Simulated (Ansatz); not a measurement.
# Which is lower?

Two relaxed structures of CH6Si2, singlet (PBE0-D4/def2-TZVP; forces vanish, vibrations not checked).

A:

```xyz
9
angstrom
C -0.3674 0.9980 -1.0323
Si 0.8591 0.0852 -0.2730
Si 0.4094 -1.2622 1.5633
H -0.1839 1.6347 -1.8908
H 1.2098 -0.8326 2.7407
H -1.3927 0.9762 -0.6800
H 2.2493 0.1451 -0.7891
H 0.7412 -2.6817 1.2687
H -1.0380 -1.1441 1.8756
```

B:

C1  (0.566, -0.267, -0.259)
Si2  (-0.555, 1.107, -0.745)
Si3  (0.308, -1.227, 1.121)
H4  (0.156, 2.417, -0.785)
H5  (-1.665, 1.206, 0.243)
H6  (-1.146, 0.891, -2.096)
H7  (1.434, -0.479, -0.879)
H8  (1.196, -2.338, 1.533)
H9  (-0.845, -1.010, 2.021)
(Å)

Ansatz 0.2.0; basis: def2-TZVPP; cores frozen in the correlated methods. B3LYP uses VWN-RPA correlation.

Question: Which structure is lower at CCSD(T), and by how much? (An estimate is asked for; the value comes from the calculation.)

Answer: By the calculation: B, by 2.66 kcal/mol (electronic energy, against the other). By their contacts, A is CH₆Si₂ ([CH2][SiH][SiH3]) and B is CH₆Si₂ ([SiH2][CH][SiH3]).

All methods give the same order:

```tsv
method	E(B) − E(A) (kcal/mol)
PBE-D4	-0.01
r2SCAN-D4	-1.88
PBE0-D4	-1.17
B3LYP-D4	-2.47
wB97M-V	-4.19
HF	-5.03
MP2	-4.92
CCSD	-3.10
CCSD(T)	-2.66
```

The T1 diagnostic stays at or below 0.015. The restricted Hartree–Fock reference is unstable towards an unrestricted one at one or more of these structures.

Labels in which every atom is bracketed show which atoms are joined, not bond orders.

For scale, one of the runs: CCSD(T)/def2-TZVPP, 199 basis functions, launched by `ansatz run in.yaml --threads 2 --pin off --events-out ev --progress --plain --max-ram 4352MiB`. The run took 42 s on 2 CPU threads of an Arm Neoverse V1 (shared host), with 2.2 GiB of host memory at its peak.
